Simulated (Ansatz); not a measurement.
# CH2Al+ (triplet): the correlation ladder, cc-pVDZ

The task here is to estimate one member of a computed series from the others.

Computed with Ansatz 0.2.0, Gaussian basis. Level: cc-pVDZ, core rule «outside noble gas», up to 6 orbitals frozen.

Plan: UHF; CCSD(T) on ROHF; CCSD(T) on UHF; BCCD(T) on ROHF; CISD; CCSDT(Q) on ROHF; CCSDT(Q) on UHF; CCSDTQ on ROHF; CCSDTQ on UHF.

9 further runs of the same task are left out: 4 for a known fault of the program, 5 set aside as unsound or not needed.

## The system

The geometry is a PBE0/def2-TZVP stationary point (not a proven minimum) of the parent state, kept for this charge and spin.

4 atoms, charge 1, spin multiplicity 3.

Atoms are counted from 1 here; the program's logs count them from 0.

Bond lengths: Al1–C2 1.970 Å, Al1–H3 1.584 Å, Al1–H4 1.584 Å. Angles: C2–Al1–H3 117.4°, C2–Al1–H4 117.4°, H3–Al1–H4 125.1°.

Coordinates:

| atom | x (Å) | y (Å) | z (Å) |
| --- | --- | --- | --- |
| Al1 | 0.00000 | 0.00000 | 0.54113 |
| C2 | 0.00000 | 0.00000 | -1.42893 |
| H3 | 0.00000 | 1.40550 | 1.27094 |
| H4 | 0.00000 | -1.40550 | 1.27094 |

Set-up of the first run:

in.yaml

```yaml
crystal:
  periodic: [false, false, false]
  atoms:
    - {symbol: Al, position_ang: [0.000000, 0.000000, 0.541126]}
    - {symbol: C, position_ang: [0.000000, 0.000000, -1.428933]}
    - {symbol: H, position_ang: [0.000000, 1.405499, 1.270943]}
    - {symbol: H, position_ang: [0.000000, -1.405499, 1.270943]}
basis:
  gaussian: {orbitals: cc-pVDZ}
total_charge: 1
magnetization: {spin_polarized: true, initial_magnetization: 2}
hamiltonian: {xc: hf}
output: {orbitals: {seedname: orbitals}}
```

The run is started by

```sh
$ ansatz run in.yaml --threads 1 --pin off --events-out ev --progress --plain --max-ram 4096MiB --backend cpu
```

Among the steps run: UHF; CCSD(T) on ROHF; CCSD(T) on UHF; BCCD(T) on ROHF; CISD; CCSDT(Q) on ROHF; CCSDT(Q) on UHF; CCSDTQ on ROHF; CCSDTQ on UHF.

One table of the session follows, with a row left open; its other results are not shown here.

It belongs to the step «Misses and costs». 

```
   method  from UCCSDTQ (kcal/mol)
     ROHF                   +97.42
      UHF                   +95.29
     RMP2                   +28.56
     UMP2                   +28.20
     CISD                    +8.70
    RCCSD                        ?
    UCCSD                    +3.49
 RCCSD(T)                    +1.21
 UCCSD(T)                    +1.21
  BCCD(T)                    +1.24
   RCCSDT                    +0.19
   UCCSDT                    +0.18
RCCSDT(Q)                    +0.04
UCCSDT(Q)                     0.00
  RCCSDTQ                    +0.02
  UCCSDTQ                        0
```

**Question.** Estimate the row for RCCSD.

**Answer.** from UCCSDTQ (kcal/mol): +3.52. In the column «from UCCSDTQ (kcal/mol)» it lies between UCCSD (+3.49) and CISD (+8.70).

To keep in mind: Restricted and unrestricted rows rest on different reference determinants; where their highest levels disagree by more than a few hundredths of an eV, they describe different states and don't form one ladder.
